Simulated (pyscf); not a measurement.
# Four-centre exchange: `[B][F]` [singlet] + `[FH]` -> `[B][F]` [singlet] + `[FH]`

Gas phase, singlet surface, charge 0. Bonds broken: B1–F2, F3–H4. Bonds formed: B1–F3, F2–H4. Single points on ωB97X-D3(BJ)/def2-SVP structures (PySCF, gas phase). MP2 and CC: frozen core, UHF for open shells. ΔMP2 is the change of the MP2 total energy from the triple- to the quadruple-zeta basis.

Transition state (Å):

```xyz
4

B     -0.3165    -0.7878    -0.0624
F     -1.1649     0.3943     0.4671
F     -1.5918    -1.0894    -0.8865
H     -1.8890    -0.1361    -0.2809
```

One imaginary mode, 1113i cm⁻¹; descent along it reached the two sides named.

```csv
bond,change,reactant side (Å),saddle,product side
B1–F2,breaks,1.275,1.548,2.8
F3–H4,breaks,0.924,1.168,2.6
B1–F3,forms,2.8,1.548,1.275
F2–H4,forms,2.6,1.168,0.924
```

Electronic energies relative to the separated reactants (kcal/mol):

| level | barrier | reaction energy | reverse barrier |
|---|---|---|---|
| ωB97X-D3(BJ)/def2-TZVP | 39.1 | 0.0 | 39.1 |
| PBE/def2-TZVP | 31.8 | 0.0 | 31.8 |
| r²SCAN/def2-TZVP | 34.6 | 0.0 | 34.6 |
| B3LYP-D3(BJ)/def2-TZVP | 39.0 | 0.0 | 39.0 |
| PBE0-D3(BJ)/def2-TZVP | 36.5 | 0.0 | 36.5 |
| M06-2X/def2-TZVP | 38.4 | 0.0 | 38.4 |
| ωB97M-D3(BJ)/def2-TZVP | 38.8 | 0.0 | 38.8 |
| HF/def2-TZVP | 57.6 | 0.0 | 57.6 |
| MP2/def2-QZVPP | 41.4 | 0.0 | 41.4 |
| CCSD/def2-TZVPP | 43.9 | 0.0 | 43.9 |
| CCSD(T)/def2-TZVPP | 41.0 | 0.0 | 41.0 |
| CCSD(T)/def2-TZVPP + ΔMP2(QZVPP) | 41.8 | 0.0 | 41.8 |

With CCSD(T)/def2-TZVPP + ΔMP2(QZVPP) energies and thermal terms (ideal gas, 1 atm, RRHO with modes under 100 cm⁻¹ raised to 100, one conformer, R ln 2 for chiral ones without a mode under 150 cm⁻¹), in kcal/mol:

```
T (K)   ΔH‡   ΔG‡   ΔH   ΔG
-----  ----  ----  ---  ---
298    40.0  49.2  0.0  0.0
600    39.4  58.8  0.0  0.0
900    39.4  68.5  0.0  0.0
1200   39.5  78.1  0.0  0.0
```

One saddle was located; it need not be the lowest between these sides. The CCSD(T) − MP2 part came from Ansatz, without density fitting, on the same reference.
